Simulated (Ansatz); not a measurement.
Basis-set extrapolation for C$_{2}$H$_{2}$OS$_{2}$ (`O=CSC=S`) (PBE0-D4/def2-TZVP geometry, frozen core, the Gaussian-basis code of Ansatz). Multiplicity 1, RHF reference.

|  | def2-TZVPP | def2-QZVPP |
| --- | --- | --- |
| HF | -946.871815 | -946.900832 |
| MP2 correlation | -0.885347 | -0.954612 |
| CCSD(T) correlation | -0.964389 | not run |

Energies in hartree. Use E(X) = E(∞) + A·exp(−7.88·√X) for Hartree–Fock and E(X) = E(∞) + B·X^(−2.97) for correlation, with X = 3 and 4, and add CCSD(T) minus MP2 of the smaller set to the MP2 limit.

Q: What is the CCSD(T) energy at the basis-set limit?

A: HF limit: -946.900832 + (-0.029017) × 0.13774 = -946.90483. MP2 limit: -0.954612 + (-0.069265) × 0.74074 = -1.00592. Higher-order term: -0.964389 − (-0.885347) = -0.07904. Total: -947.98979 hartree, 403.2 kJ/mol below CCSD(T)/def2-TZVPP.
